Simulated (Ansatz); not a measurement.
Two shapes of singlet NaH₂O(+).

Shape 1:

```xyz
4

Na    0.0000    0.0000   -1.0981
O     0.0000    0.0000    1.0893
H     0.0000    0.7637    1.6822
H     0.0000   -0.7637    1.6822
```

Shape 2:

```xyz
4

Na   -0.0360    0.0300   -1.1156
O    -0.0050    0.0310    1.0503
H     0.0472    0.7538    1.6954
H    -0.0197   -0.7331    1.7166
```

Basis set: 6-31G* (spherical functions). Left uncorrelated: 2 orbitals. Charge 1, multiplicity 1.

Computed with Ansatz (development build ahead of 0.2.0); each method stands on the lowest determinant of its kind that the runs found.

**Question.** Which shape is lower in energy, and by how much in each method?

**Answer.**

| method | E(2) − E(1) (eV) |
| --- | --- |
| RHF | 0.138 |
| RHF-MP2 | 0.076 |

Shape 1 is lower.
